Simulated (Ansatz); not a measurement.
We consider wurtzite AlN, described by Hartree–Fock (PAW; Ansatz, a quantum-chemistry and plane-wave program).

Total energies, extrapolated to zero smearing (they compare only within this program, potentials and cutoff; free atoms with spin allowed, lowest state found):

```tsv
system	energy (eV/atom)
wurtzite AlN, relaxed	-453.5134
free Al atom	-524.1376
free N atom	-375.0769
```

Q: Work out the cohesive energy per atom.

A: E_coh = [1 × (-524.1376) + 1 × (-375.0769)]/2 − (-453.5134) = 3.91 eV/atom. The reference value is 5.85 ± 0.03 eV/atom (worked out here from tabulated enthalpies at 298 K, copied from a table, unchecked, brought to a static lattice with a Debye model, atoms in their spin–orbit ground levels; inputs from the CRC Handbook), a difference of -1.94 eV/atom.

The PAW data were made under PBE.
